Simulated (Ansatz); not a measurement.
# A relaxation, step by step

CH$_{6}$FSi (charge -1), singlet, PBE0-D4/def2-TZVPD (Ansatz 0.2.0). Settings:

```yaml
hamiltonian: {xc: pbe0, dispersion: d4}
relax: {f_tol: 0.005, max_steps: 200}
```

Start:

F1  (0.162, 0.574, -2.571)
C2  (-0.074, -0.262, 1.173)
Si3  (0.049, 0.175, -0.785)
H4  (-1.128, -0.438, 1.489)
H5  (0.327, 0.566, 1.804)
H6  (0.505, -1.180, 1.426)
H7  (-0.574, -1.167, -1.187)
H8  (1.574, 0.319, -0.720)
H9  (-0.842, 1.413, -0.628)
(Å)

```
step  energy less the last (meV)  largest force component (eV/Å)
   1                        59.7                           0.845
   2                        21.6                           0.600
   3                         2.1                           0.229
   4                         1.0                           0.169
   5                         0.0                           0.010
   6                         0.0                           0.001
```

Step 3, positions (Å) and forces (eV/Å):

| atom | x | y | z | Fx | Fy | Fz |
| --- | --- | --- | --- | --- | --- | --- |
| F1 | 0.157 | 0.558 | -2.500 | -0.006 | -0.021 | 0.094 |
| C2 | -0.072 | -0.256 | 1.150 | 0.000 | -0.004 | 0.018 |
| Si3 | 0.049 | 0.174 | -0.782 | 0.013 | 0.051 | -0.229 |
| H4 | -1.113 | -0.430 | 1.457 | -0.023 | -0.003 | 0.004 |
| H5 | 0.323 | 0.562 | 1.768 | 0.009 | 0.019 | 0.013 |
| H6 | 0.500 | -1.162 | 1.395 | 0.013 | -0.020 | 0.004 |
| H7 | -0.568 | -1.155 | -1.167 | -0.030 | -0.068 | 0.016 |
| H8 | 1.557 | 0.314 | -0.706 | 0.065 | -0.002 | 0.039 |
| H9 | -0.832 | 1.396 | -0.615 | -0.042 | 0.048 | 0.041 |

Step 4, positions (Å) and forces (eV/Å):

```json
{"atom": "F1", "x": "0.157", "y": "0.558", "z": "-2.501", "Fx": "-0.004", "Fy": "0.000", "Fz": "0.000"}
{"atom": "C2", "x": "-0.071", "y": "-0.256", "z": "1.148", "Fx": "-0.015", "Fy": "0.017", "Fz": "-0.088"}
{"atom": "Si3", "x": "0.049", "y": "0.178", "z": "-0.800", "Fx": "0.016", "Fy": "-0.034", "Fz": "0.169"}
{"atom": "H4", "x": "-1.112", "y": "-0.430", "z": "1.453", "Fx": "-0.028", "Fy": "-0.005", "Fz": "0.011"}
{"atom": "H5", "x": "0.323", "y": "0.562", "z": "1.767", "Fx": "0.012", "Fy": "0.025", "Fz": "0.007"}
{"atom": "H6", "x": "0.501", "y": "-1.162", "z": "1.394", "Fx": "0.017", "Fy": "-0.023", "Fz": "-0.003"}
{"atom": "H7", "x": "-0.571", "y": "-1.161", "z": "-1.160", "Fx": "-0.006", "Fy": "-0.001", "Fz": "-0.030"}
{"atom": "H8", "x": "1.559", "y": "0.312", "z": "-0.696", "Fx": "0.016", "Fy": "0.010", "Fz": "-0.038"}
{"atom": "H9", "x": "-0.835", "y": "1.399", "z": "-0.606", "Fx": "-0.007", "Fy": "0.012", "Fz": "-0.028"}
```

Step 5, positions (Å) and forces (eV/Å):

| atom | x | y | z | Fx | Fy | Fz |
| --- | --- | --- | --- | --- | --- | --- |
| F1 | 0.156 | 0.557 | -2.496 | 0.000 | -0.001 | 0.003 |
| C2 | -0.072 | -0.256 | 1.147 | -0.001 | -0.002 | 0.010 |
| Si3 | 0.050 | 0.176 | -0.791 | 0.001 | 0.001 | -0.004 |
| H4 | -1.114 | -0.430 | 1.453 | -0.002 | 0.000 | 0.000 |
| H5 | 0.323 | 0.563 | 1.765 | 0.001 | 0.002 | 0.000 |
| H6 | 0.501 | -1.162 | 1.392 | 0.002 | -0.002 | -0.001 |
| H7 | -0.571 | -1.161 | -1.162 | -0.001 | -0.002 | -0.004 |
| H8 | 1.561 | 0.313 | -0.700 | 0.003 | 0.001 | -0.002 |
| H9 | -0.835 | 1.399 | -0.608 | -0.002 | 0.003 | -0.002 |

Last step (6):

```xyz
9
angstrom
F 0.1567 0.5565 -2.4958
C -0.0720 -0.2558 1.1471
Si 0.0497 0.1764 -0.7911
H -1.1138 -0.4298 1.4536
H 0.3230 0.5635 1.7654
H 0.5013 -1.1619 1.3918
H -0.5709 -1.1613 -1.1627
H 1.5616 0.3129 -0.7001
H -0.8355 1.3995 -0.6083
```

The run took about 10 s on 4 CPU threads of an Arm Neoverse V2 (shared host).
